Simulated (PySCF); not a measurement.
nitrogen (N2), SMILES N#N. Coordinates come from a B3LYP-D3(BJ)/def2-TZVPD optimisation.

Computed equilibrium geometry at B3LYP-D3(BJ)/def2-TZVPD (PySCF confirms it by a frequency run) as Cartesian coordinates in Å, and its point group:
point group D∞h.
```xyz
2

N      0.0000     0.0000    -0.5454
N      0.0000     0.0000     0.5454
```
Charge 0, spin multiplicity 1.
